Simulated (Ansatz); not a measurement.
Two isomers of C3H7NO: A = `CNC(C)=O`, B = `CO/C=C/N`.

Computed with Ansatz on PBE0-D4/def2-TZVP structures; ΔE is electronic, products minus reactants. CCSD(T)/CBS is the MP2 limit (def2-TZVPP, def2-QZVPP) plus CCSD(T) − MP2 in def2-TZVPP, frozen cores. Functionals use def2-TZVPP. B3LYP here is the variant with VWN-RPA as its local correlation; programs differ in this. One conformer a species, not always the lowest.

Question: Which isomer does CCSD(T)/CBS put lower? Give the gap. (Best estimate.)

Answer: Computed: A, by 37.7 kcal/mol.

Question: Give E(B) − E(A) in kcal/mol with B3LYP-D4, CCSD/def2-TZVPP, B3LYP, PBE0-D4, HF/def2-TZVPP, B2PLYP, CCSD(T)/def2-TZVPP. (Best estimate.)

Answer: The calculation gave: B3LYP-D4 38.5, CCSD/def2-TZVPP 38.2, B3LYP 38.4, PBE0-D4 39.5, HF/def2-TZVPP 40.9, B2PLYP 39.2, CCSD(T)/def2-TZVPP 38.1. None reverses the order clearly.

Largest T1 diagnostic: 0.014.

From PBE to PBE0 (25 % exact exchange), in def2-TZVPP and without D4, E(B) − E(A) moves by +0.7 kcal/mol. In def2-TZVPP, CCSD(T) changes the Hartree–Fock value by −2.7 kcal/mol (the triples alone add −0.1 kcal/mol) and MP2 by −1.1 kcal/mol.
